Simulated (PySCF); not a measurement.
# Ionisation energy of F by level of theory

F [He] 2s2 2p5 (2P) → F⁺ [He] 2s2 2p4 (3P), as a difference of total energies. Calculation: PySCF 2.14, in def2-TZVPPD; the non-relativistic Hamiltonian (point nucleus). Correlated levels: valence: 1s2 frozen. The calculations carry no spin-orbit coupling.

Task: Order these methods by the ionisation energy they give, lowest first.
A. UHF
B. SCS-MP2 (valence)
C. CCSD (valence)
D. CCSD(T) (valence)

Result: A (15.660 eV), C (17.141 eV), D (17.190 eV), B (17.226 eV).

Errors of the correlated levels include the incompleteness of this basis and the frozen core.

For comparison: 17.427 eV (measured; NIST levels, between the centres of gravity of the two terms).
